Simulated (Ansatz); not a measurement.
I need an active-space calculation of CH2BN, SMILES B1C=N1. Use Ansatz 0.2.0 through its Python package. Settings: SC-NEVPT2, 6-31G* basis, multiplicity 1.

The script reads `ch2bn.xyz`:
```text
5

B    -0.61110   -0.23040   -0.23670
C     0.64610    0.20840    0.23930
N     0.30110   -1.11040    0.22700
H    -1.65020    0.06440   -0.70370
H     1.36400    0.99430    0.43270
```

`cas_ch2bn.py`:
```python
"""Static correlation in CH2BN: natural occupations of an active space."""

import logging
import sys

import ansatz as az

logging.basicConfig(stream=sys.stdout, format="%(levelname)s:%(name)s:%(message)s")
log = logging.getLogger("run")
log.setLevel(logging.INFO)

molecule = az.Crystal.molecule_from_extxyz("ch2bn.xyz")

base = molecule.calculation()
base = base.basis(gaussian="6-31G*").correlation(active_electrons=4, active_orbitals=4)
for method in ["sc_nevpt2"]:
    summary = (base if method is None else base.correlation(method)).run().report
    space = summary["configurations"]
    state = space["states"][0]
    print(method or "casscf", f"total {summary['free_energy_ev'] / 27.211386246:.6f} Ha, active-space state {state['energy']['hartree']:.6f} Ha, mean field {summary['reference_energy_ev'] / 27.211386246:.6f} Ha")
    print("  determinants", state["n_determinants"], " natural occupations", [round(n, 3) for n in space["natural_occupations"]])
print("effectively unpaired electrons, sum of min(n, 2 - n):", round(sum(min(n, 2 - n) for n in space["natural_occupations"]), 3))
```

`python cas_ch2bn.py` gives:
```text
sc_nevpt2 total -118.435340 Ha, active-space state -118.156499 Ha, mean field -118.094592 Ha
  determinants 36  natural occupations [1.971, 1.943, 0.057, 0.029]
effectively unpaired electrons, sum of min(n, 2 - n): 0.173
```

What to keep in mind:
- Total energies depend on the basis set; only differences at equal settings carry meaning.
- The geometry is a force-field or estimated start, not a minimum of this method, and the basis set is short of its limit. The active space starts as a window about the frontier orbitals and is then optimised, not chosen by chemistry.
- Wall time of the script: 1.1 s on 1 thread of Arm Neoverse V1, with other jobs on the host, peak memory 0.14 GiB.

(Lines on the test bed's own set-up are left out of the output.)
